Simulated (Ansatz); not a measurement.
Harmonic frequencies (cm⁻¹) at PBE0-D4/def2-TZVP from Ansatz: 194, 386, 456, 539, 663, 691, 739, 957, 982, 1193, 1237, 1427, 1446, 1778, 3203, 3301, 3849, 3870.

Each molecule was computed in one conformer, which needn't be the lowest.

(1) Which molecule is it?
A. `C1OCO1`
B. `O=CCO`
C. `C=C(O)O`
D. `COC=O`

Answers

(1) C.
